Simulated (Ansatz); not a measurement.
Input file:

```yaml
crystal:
  periodic: [false, false, false]
  atoms:
    - {symbol: Ta, position_ang: [0.000000, -0.016196, 0.134207]}
    - {symbol: O, position_ang: [0.000000, 0.077043, -1.558659]}
    - {symbol: H, position_ang: [0.000000, 1.684643, 0.648045]}
basis:
  gaussian: {orbitals: def2-TZVPP}
total_charge: 1
magnetization: {spin_polarized: false, initial_magnetization: 1}
correlation: {method: ccsdt_q, electrons: outside_noble_gas}
```

```sh
$ ansatz run in.yaml --threads 2 --pin off --events-out ev --progress --plain --max-ram 24576MiB --backend cuda --devices 0, --max-vram 18GiB
```

Output:

```
1294 factors; integrals over basis functions are off by at most 3.0e-5 eV
mean field evaluation 1: about -3561.6555 eV, gradient 9.5e1 eV
mean field evaluation 2: about -3561.6560 eV, gradient 9.5e1 eV
mean field evaluation 4: about -3578.8735 eV, gradient 2.1e1 eV
mean field evaluation 8: about -3580.1140 eV, gradient 2.6e-1 eV
mean field evaluation 16: about -3576.5727 eV, gradient 8.0e-1 eV
mean field evaluation 32: about -3579.9182 eV, gradient 6.2e-3 eV
mean field evaluation 64: about -3579.3399 eV, gradient 1.3e1 eV
mean field evaluation 96: about -3579.9027 eV, gradient 1.2e0 eV
mean field evaluation 128: about -3575.5673 eV, gradient 7.5e0 eV
mean field evaluation 160: about -3579.9182 eV, gradient 8.0e-4 eV
...
cycle  16  -10.77769180 eV  change   -1.1e-5 eV  update   5.2e-5
cycle  17  -10.77766155 eV  change    3.0e-5 eV  update   3.6e-5
cycle  18  -10.77762823 eV  change    3.3e-5 eV  update   2.4e-5
cycle  19  -10.77763773 eV  change   -9.5e-6 eV  update   1.5e-5
cycle  20  -10.77762830 eV  change    9.4e-6 eV  update   9.6e-6
cycle  21  -10.77761705 eV  change    1.1e-5 eV  update   6.3e-6
cycle  22  -10.77762165 eV  change   -4.6e-6 eV  update   3.9e-6
cycle  23  -10.77762036 eV  change    1.3e-6 eV  update   3.0e-6
cycle  24  -10.77761626 eV  change    4.1e-6 eV  update   2.0e-6
cycle  25  -10.77761616 eV  change    1.1e-7 eV  update   1.2e-6
perturbative correction 0.01014582 eV, 0.0003728520 hartree
Total energy: -3590.88489919 eV, -131.9625860562 hartree
```

Ran on 2 threads of AMD EPYC 7R13 with a shared H100 80 GB, shared host: 39 s wall, 1.2 GiB peak host memory.
